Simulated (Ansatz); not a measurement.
**One shape, several levels: [NO3]− (nitrate)**

We compute a comparison of 6 runs (B2PLYP/STO-3G, PBE/STO-3G, UPBE0/STO-3G, BCCD(T)/STO-3G, CCSDT/STO-3G, CCSD/STO-3G) of [NO3]− (nitrate). 

The calculation is run with Ansatz 0.2.0.

9 further runs of the same task are left out: 7 that didn't finish, 2 set aside as unsound or not needed.

## (1) Starting point

[NO3]− has 4 atoms, charge -1, and is taken as a singlet. SMILES: `O=[N+]([O-])[O-]`. The O3–N2 distance was set to 1.870 Å, away from the relaxed value.

Bond lengths: O1–N2 1.247 Å, N2–O4 1.247 Å. Angles: O1–N2–O4 120.0°. A long bond or contact: N2–O3 1.870 Å.

## (2) A single-point energy at B2PLYP/STO-3G (run 1)

Contents of in.yaml:

```yaml
crystal:
  periodic: [false, false, false]
  atoms:
    - symbol: O
      position_ang: [0.061293, 1.080736, 1.244094]
    - symbol: "N"
      position_ang: [-0.235227, 0.556696, 0.152564]
    - symbol: O
      position_ang: [0.470440, -1.113360, -0.305120]
    - symbol: O
      position_ang: [-1.002177, 1.146026, -0.633856]
basis:
  gaussian: {orbitals: STO-3G}
total_charge: -1
hamiltonian: {xc: {name: B2PLYP}}
correlation: {frozen_orbitals: {"N": 1, O: 1}}
accuracy: high
```

The run is started by

```console
$ ansatz run in.yaml --threads 1 --pin off --max-ram 3480MiB --events-out events.jsonl --progress --plain --runs-dir runs
```

Log:

```text
Warning: RAYON_NUM_THREADS=1 ignored (pool sized by the plan → 1); use --threads N
Functional definition: B2PLYP
  name "B2PLYP"
  parameter a = 0.53
  parameter c = 0.27
  exchange = (1 - a)*b88_x + a*exact_x
  correlation = (1 - c)*lyp_c + c*(mp2_os + mp2_ss)
368 factors; integrals over basis functions are off by at most 4.4e-8 eV
mean field evaluation 1: about -7486.3212 eV, gradient 6.3e1 eV
mean field evaluation 2: about -7486.3491 eV, gradient 6.4e1 eV
mean field evaluation 4: about -7465.0926 eV, gradient 6.5e1 eV
mean field evaluation 8: about -7500.6814 eV, gradient 2.5e1 eV
mean field evaluation 16: about -7504.0004 eV, gradient 5.8e-3 eV
mean field evaluation 32: about -7487.1636 eV, gradient 3.8e1 eV
mean field -7504.00038616 eV, -275.7669277972 hartree, gradient 5.6e-9 eV, S^2 0.000000; 0 other end points of the search recorded, 0 dependent functions left out; unrestricted orbitals would lower it
4 core orbitals not correlated: weight in the atoms' cores, before any rotation towards them, 1.000 or more for the frozen orbitals, at most 0.000 for the correlated occupied ones
reference -7504.00039801 eV, -275.7669282329 hartree; 12, 12 occupied and 4, 4 virtual orbitals, 368 factors
second order -7.74819017 eV of doubles, -0.00000000 eV of singles
Total energy: -7506.09240936 eV, -275.8438082318 hartree
```

It took 1.7 s on 1 thread of Arm Neoverse V1, shared host; peak memory 0.094 GiB.

## (3) The energy at PBE/STO-3G (run 2)

Contents of job.yaml:

```yaml
basis:
  gaussian:
    orbitals: STO-3G
crystal:
  periodic: [false, false, false]
  atoms:
    - {symbol: O, position_ang: [0.061293, 1.080736, 1.244094]}
    - {symbol: N, position_ang: [-0.235227, 0.556696, 0.152564]}
    - {symbol: O, position_ang: [0.470440, -1.113360, -0.305120]}
    - {symbol: O, position_ang: [-1.002177, 1.146026, -0.633856]}
hamiltonian:
  xc: pbe
total_charge: -1
accuracy: high
```

The run is started by

```console
$ ansatz run job.yaml --threads 1 --pin off --max-ram 3480MiB --events-out events.jsonl --progress --plain --runs-dir runs
```

Log:

```text
Warning: RAYON_NUM_THREADS=1 ignored (pool sized by the plan → 1); use --threads N
Functional definition: PBE
  name "PBE"
  parameter kappa = 0.804
  parameter beta = 0.06672455060314922
  exchange = pbe_x(kappa = kappa, mu = beta*pi^2/3)
  correlation = pbe_c(beta = beta)
368 factors; integrals over basis functions are off by at most 4.4e-8 eV
mean field evaluation 1: about -7494.6951 eV, gradient 5.9e1 eV
mean field evaluation 2: about -7260.7722 eV, gradient 7.0e1 eV
mean field evaluation 4: about -7477.6809 eV, gradient 4.0e1 eV
mean field evaluation 8: about -7509.3425 eV, gradient 2.4e-1 eV
mean field evaluation 16: about -7497.6295 eV, gradient 2.4e1 eV
mean field -7509.34277420 eV, -275.9632569366 hartree, gradient 4.1e-8 eV, S^2 0.000000; 0 other end points of the search recorded, 0 dependent functions left out
reference -7509.34277507 eV, -275.9632569685 hartree; 16, 16 occupied and 4, 4 virtual orbitals, 368 factors
Total energy: -7509.34277507 eV, -275.9632569685 hartree
```

It took 1.1 s on 1 thread of Arm Neoverse V1, shared host; peak memory 0.09 GiB.

## (4) A single-point energy at UPBE0/STO-3G (run 3)

Contents of input.yaml:

```yaml
crystal:
  periodic: [false, false, false]
  atoms:
    - symbol: O
      position_ang: [0.061293, 1.080736, 1.244094]
    - symbol: "N"
      position_ang: [-0.235227, 0.556696, 0.152564]
    - symbol: O
      position_ang: [0.470440, -1.113360, -0.305120]
    - symbol: O
      position_ang: [-1.002177, 1.146026, -0.633856]
basis:
  gaussian: {orbitals: STO-3G}
total_charge: -1
magnetization: {spin_polarized: true}
hamiltonian: {xc: pbe0}
accuracy: high
```

The run is started by

```console
$ ansatz run input.yaml --threads 1 --pin off --max-ram 3480MiB --events-out events.jsonl --progress --plain --runs-dir runs
```

Log:

```text
Warning: RAYON_NUM_THREADS=1 ignored (pool sized by the plan → 1); use --threads N
Functional definition: PBE0
  name "PBE0"
  parameter a = 0.25
  parameter kappa = 0.804
  parameter beta = 0.06672455060314922
  exchange = (1 - a)*pbe_x(kappa = kappa, mu = beta*pi^2/3) + a*exact_x
  correlation = pbe_c(beta = beta)
368 factors; integrals over basis functions are off by at most 4.4e-8 eV
mean field evaluation 1: about -7493.4230 eV, gradient 4.3e1 eV
mean field evaluation 2: about -7267.2965 eV, gradient 5.9e1 eV
mean field evaluation 4: about -7484.2786 eV, gradient 3.3e1 eV
mean field evaluation 8: about -7509.2596 eV, gradient 7.1e-1 eV
mean field evaluation 16: about -7509.2826 eV, gradient 4.2e-8 eV
mean field evaluation 32: about -7509.4400 eV, gradient 3.1e-1 eV
mean field evaluation 64: about -7509.4018 eV, gradient 1.1e0 eV
mean field -7509.45307093 eV, -275.9673102667 hartree, gradient 1.8e-8 eV, S^2 0.479051; 6 other end points of the search recorded, 0 dependent functions left out
reference -7509.45307159 eV, -275.9673102908 hartree; 16, 16 occupied and 4, 4 virtual orbitals, 368 factors
Total energy: -7509.45307159 eV, -275.9673102908 hartree
```

It took 7.2 s on 1 thread of Arm Neoverse V1, shared host; peak memory 0.12 GiB.

Runs 4 to 5 aren't shown in full; the table further down has their settings and results.

## (5) The energy at CCSD/STO-3G (run 6)

Contents of input.yaml:

```yaml
basis:
  gaussian:
    orbitals: STO-3G
crystal:
  periodic: [false, false, false]
  atoms:
    - {symbol: O, position_ang: [0.061293, 1.080736, 1.244094]}
    - {symbol: "N", position_ang: [-0.235227, 0.556696, 0.152564]}
    - {symbol: O, position_ang: [0.470440, -1.113360, -0.305120]}
    - {symbol: O, position_ang: [-1.002177, 1.146026, -0.633856]}
correlation:
  method: ccsd
  frozen_orbitals: {"N": 1, O: 1}
total_charge: -1
scf:
  omitted_lower_state_checks: [cluster_reference, increment]
accuracy: high
```

The run is started by

```console
$ ansatz run input.yaml --threads 1 --pin off --max-ram 3480MiB --events-out events.jsonl --progress --plain --runs-dir runs
```

Log:

```text
Warning: RAYON_NUM_THREADS=1 ignored (pool sized by the plan → 1); use --threads N
[... 13 lines left out ...]
4 core orbitals not correlated: weight in the atoms' cores, before any rotation towards them, 1.000 or more for the frozen orbitals, at most 0.000 for the correlated occupied ones
[... 38 lines left out ...]
Total energy: -7486.02826531 eV, -275.1064645379 hartree
Checks for a lower state left out: cluster_reference, increment
```

Run time: 0.28 s. Hardware: 1 thread of Arm Neoverse V1, shared host.

## (6) Overview of the runs

| run | level | frozen core orbitals | energy (Eh) | wall time |
| --- | --- | --- | --- | --- |
| 1 | B2PLYP/STO-3G | 4 | -275.843808 | 1.7 s |
| 2 | PBE/STO-3G | – | -275.963257 | 1.1 s |
| 3 | UPBE0/STO-3G | – | -275.967310 | 7.2 s |
| 4 | BCCD(T)/STO-3G | 4 | -275.122283 | 0.38 s |
| 5 | CCSDT/STO-3G | 4 | -275.126015 | 1.2 s |
| 6 | CCSD/STO-3G | 4 | -275.106465 | 0.28 s |

## (7) Results

| quantity | value |
| --- | --- |
| run 6: total energy | -275.10646 Eh |
| run 6: correlation energy (4 core orbitals frozen) | -210.7 mEh |
| run 6: T1 diagnostic | 0.030 |

**Reading.** Totals of different functionals can't be ranked against each other. In runs 1, 4, 5, 6 the log says that unrestricted orbitals would lower the reference, so the values rest on an unstable closed-shell determinant (other closed-shell runs at this shape may share the fault). In runs 1, 2, 3, 4, 5, 6 the basis is minimal, so the values are rough. Spin contamination of the reference: run 3 ⟨S²⟩ = 0.48. All runs together took 12 s, the longest 7.2 s.
